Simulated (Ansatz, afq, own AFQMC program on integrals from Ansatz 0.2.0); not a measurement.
Integrals from Ansatz 0.2.0, then the random walk in our own AFQMC program (afq).

```yaml
crystal:
  periodic: [false, false, false]
  atoms:
    - {symbol: W, position_ang: [0.000000, 0.000000, 0.000000]}
    - {symbol: O, position_ang: [0.000000, 0.000000, 1.703200]}
basis:
  gaussian: {orbitals: def2-TZVP}
magnetization: {spin_polarized: true, initial_magnetization: 6}
correlation: {method: ccsd_t, electrons: outside_noble_gas, hamiltonian_folder: ham}
```

```sh
$ ansatz run in.yaml --threads 1 --pin off --events-out ev --progress --plain --max-ram 24576MiB --backend cuda --devices 0, --max-vram 18GiB
```

afq runs on the folder ham with

```
--method phaseless --trial cisd --walkers 3600 --populations 20 --least-time 60 --time-step 0.005 --steps-per-block 50 --equilibration-blocks 40 --max-blocks 4000 --target-error 0.00021 --factor-cut 1e-05 --start spin_pure --seed 5893 --release-times 0.24,0.5,1,1.5 --release-step 0.02 --release-every 3 --taylor-order 6
```

Times are imaginary, in 1/Eh. The walk had a cap of 244 s. With eight or more populations the least sampling time is a fifth of least-time, and the error comes from their spread. Core potentials past Kr, no spin–orbit coupling.

afq prints:

```
orbitals 66  electrons 9 3  factors 510 of 576
reference energy -141.16339949 Eh
CCSD correlation -0.28217148 Eh in 14 cycles, weight of the determinant in the CISD state 0.9068
energy of the start -141.445429 Eh
 block  time / (1/Eh)  mean weight  energy / Eh
     1     0.250  1.0003  -141.444675
     2     0.500  1.0003  -141.447628
     3     0.750  0.9996  -141.450222
     4     1.000  0.9999  -141.452103
     5     1.250  1.0001  -141.452971
     8     2.000  1.0000  -141.454466
    11     2.750  0.9997  -141.455191
    17     4.250  0.9998  -141.454498
    23     5.750  1.0000  -141.453679
    29     7.250  1.0004  -141.454185
    35     8.750  1.0000  -141.455957
    41    10.250  1.0001  -141.453669
    47    11.750  1.0004  -141.454485
    53    13.250  0.9997  -141.455223
    59    14.750  1.0002  -141.455125
    65    16.250  0.9998  -141.455480
    71    17.750  1.0007  -141.454054
    77    19.250  0.9998  -141.455721
    79    19.750  1.0001  -141.456505
    83    20.750  1.0004  -141.454343
    89    22.250  0.9992  -141.454479
error from the spread of 20 populations
released: time / (1/Eh)  energy / Eh  error  mean overlap
  0.24  -141.455279  0.000139  0.9985
  0.50  -141.455488  0.000200  0.9974
  1.00  -141.455526  0.000140  0.9976
  1.50  -141.455034  0.000437  1.0014
energy -141.454899 +/- 0.000172 Eh
(rows thinned)
```

The run passed its tests (sampling time, drift between the halves within three errors, error under three times the target), which doesn't prove that it has relaxed.

Against this walk (error 4.7 meV) on the same determinant: CCSD(T) 3.1 meV higher (within the noise), CCSDT(Q) 34.9 meV lower. The error is statistical and leaves out the bias of the constraint. Released to 1.00 1/Eh the energy lies 17 ± 6 meV (both errors) below the phaseless value, which shows part or all of the bias of the constraint, and CCSDT(Q) lies 17.8 meV below the released value. CCSDT(Q) is the surest value here, so the walk's 35 meV above it is most likely the bias of the constraint with this trial, which can have either sign.

Cautions: constraint bias not in the error; no spin-orbit coupling; outer-core shells of the metal frozen; another spin lies lower; released walk and highest rung disagree (by 18 meV at 1.00 1/Eh, later times being noisier).

The walk took 96 s on 1 × NVIDIA H100 80GB HBM3 with 2 threads of AMD EPYC 7R13 Processor (Zen 3), on a shared host (the card was shared). The log's last line is the phaseless energy.

CCSDT and higher add their correlation energy to the determinant of the CCSD(T) run, since their own runs factorise the integrals more tightly (a shift of under 2 meV). A walk keeps the symmetry of its determinant, which the program's search chose and which needn't be the lowest solution, so a lower state of the same spin and another symmetry isn't excluded.
